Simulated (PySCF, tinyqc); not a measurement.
Worked calculation: G0W0 on RHF in the sto-3g basis, for LiH, spin multiplicity 1. The lowest restricted solution is unstable here: a spin-polarised one lies 0.0130 hartree lower (PySCF). One step of it, computed by the program tinyqc.

Task: Orthogonalisation. S = U s U^T; symmetric (Loewdin) form X = U s^(-1/2) U^T, so that X^T S X = 1.

overlap S, order 1Li 1s, 1Li 2s, 1Li 2px, 1Li 2py, 1Li 2pz, 2H 1s:
$$\begin{pmatrix}
1.000000 & 0.241137 & 0.000000 & 0.000000 & 0.000000 & 0.012781 \\
0.241137 & 1.000000 & 0.000000 & 0.000000 & 0.000000 & 0.229836 \\
0.000000 & 0.000000 & 1.000000 & 0.000000 & 0.000000 & 0.000000 \\
0.000000 & 0.000000 & 0.000000 & 1.000000 & 0.000000 & 0.000000 \\
0.000000 & 0.000000 & 0.000000 & 0.000000 & 1.000000 & 0.338963 \\
0.012781 & 0.229836 & 0.000000 & 0.000000 & 0.338963 & 1.000000
\end{pmatrix}$$

Give: eigenvalues of S; X.

Result:

eigenvalues of S: [0.568, 0.808, 1.000, 1.000, 1.183, 1.442]

X, order 1Li 1s, 1Li 2s, 1Li 2px, 1Li 2py, 1Li 2pz, 2H 1s:
$$\begin{pmatrix}
1.023 & -0.129 & 0.000 & 0.000 & -0.005 & 0.017 \\
-0.129 & 1.047 & 0.000 & 0.000 & 0.035 & -0.133 \\
0.000 & 0.000 & 1.000 & 0.000 & 0.000 & 0.000 \\
0.000 & 0.000 & 0.000 & 1.000 & 0.000 & 0.000 \\
-0.005 & 0.035 & 0.000 & 0.000 & 1.049 & -0.190 \\
0.017 & -0.133 & 0.000 & 0.000 & -0.190 & 1.072
\end{pmatrix}$$
